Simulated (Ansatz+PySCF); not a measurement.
# doublet C2H6N: levels of theory in one basis

```tsv
atom	x (Å)	y (Å)	z (Å)
C	1.2557	-0.2545	0.0963
N	0.0926	0.4698	-0.1312
C	-1.1923	-0.1880	0.0386
H	-1.9935	0.4803	-0.2834
H	1.2530	-1.2840	-0.2428
H	2.1848	0.2996	0.0512
H	0.1144	1.4124	0.2331
H	-1.2255	-1.0797	-0.5935
H	-1.3774	-0.4872	1.0282
```

Basis set: cc-pVTZ (spherical functions). Frozen core: 3 orbitals. Correlation on ROHF uses semicanonical orbitals with singles. Charge 0, multiplicity 2.

Computed with Ansatz (development build ahead of 0.2.0); each method stands on the lowest determinant of its kind that the runs found.

| method | E − E(ROHF) (eV) | <S²> of the determinant |
| --- | --- | --- |
| ROHF | 0.00 | 0.75 |
| UHF | -0.13 | 0.76 |
| ROHF-MP2 | -14.91 | – |
| UHF-MP2 | -14.89 | 0.76 |
